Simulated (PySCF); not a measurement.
Work out the structure from these simulated measurements.

Formula: C2H3FP2.

* 13C NMR: chemical shifts (computed TMS as zero) by class: 177.5 (1 C), 84.8 (1 C) ppm [GIAO PBE0/pcSseg-1]
* UV, first state: lowest singlet excitation: 4.63 eV (268 nm, f = 0.005) [TDDFT CAM-B3LYP/def2-SVPD]
* Rotational structure: rotational constants A, B, C: 6.007, 1.931, 1.716 GHz [GFN2-xTB]
* UV, strongest line: among the 8 lowest singlet transitions: S8 at 6.81 eV (182 nm, f = 0.113) [TDDFT CAM-B3LYP/def2-SVPD]
* 1H NMR: chemical shifts (computed TMS as zero) by class: 6.03 (1 H), 2.56 (2 H) ppm [GIAO PBE0/pcSseg-1]
* NMR, other nuclei: isotropic shieldings of nuclei other than C and H, by class: 299 (1 F), 420 (1 P), 494 (1 P) ppm [GIAO PBE0/pcSseg-1]
* Polarisability: 73.8 au [CAM-B3LYP/def2-SVPD]

The electronic properties come from PySCF, for the isolated species, density fitting. Levels stand in brackets. The structure is a single GFN2-xTB conformer in the gas phase; no vibrational or solvent corrections. NMR values are class means; diastereotopic atoms form classes of their own.

Task: Give a SMILES that accounts for the data.

Result: Numbering: `[F:1][C:2]1=[CH:3][P:4]1[PH2:5]`. 2 carbons fall into 2 classes; from least to most shielded: vinylic C–F carbon [C2] (177.5 ppm), alkene CH carbon [C3] (84.8 ppm). Hydrogen classes from least to most shielded: 1 H on an alkene CH carbon, C3 (6.03 ppm), 2 H on a three-coordinate phosphorus, P5 (2.56 ppm). The other shieldings belong to: 299 ppm, vinyl fluorine [F1]; 420 ppm, three-coordinate phosphorus [P4]; 494 ppm, three-coordinate phosphorus [P5]. The optimised geometry has point group C1 and is an asymmetric top. Structure: `FC1=CP1P`. The assignments are read from this structure; whether some other isomer fits the data as well wasn't checked.

The values belong to the conformer `[F:1][C:2]1=[CH:3][P:4]1[PH2:5]`: H–P5–P4–C3 154°, H–P5–P4–C3 -114°.
